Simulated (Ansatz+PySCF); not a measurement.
Values are calculated unless marked as measured or tabulated.
Input for PySCF 2.14.0:

```python
from pyscf import gto, scf, cc

mol = gto.M(atom="""
F 0.000000 0.000000 0.000000
H 1.397530 0.000000 0.806860
H -1.219030 0.000000 0.703810
""", basis='6-31g', charge=0, spin=1)
mf = scf.UHF(mol)
mf.kernel()
mycc = cc.CCSD(mf, frozen=1).run()
et = mycc.ccsd_t()
print(mf.e_tot, mycc.e_corr, et, mycc.e_tot + et)
```

The script is written out from the run's settings.

Output:

| Quantity | Value |
| --- | --- |
| Converged | yes |
| Reference energy | -100.35822 hartree |
| CCSD correlation energy | -0.16274 hartree |
| Triples correction | -0.00265 hartree |
| Total energy | -100.52361 hartree |
| Spin squared of the determinant | 0.770 |

This is not the lowest solution: another run reaches a determinant 0.36 eV lower. Caution: bonds are stretched, where a single reference can fail.
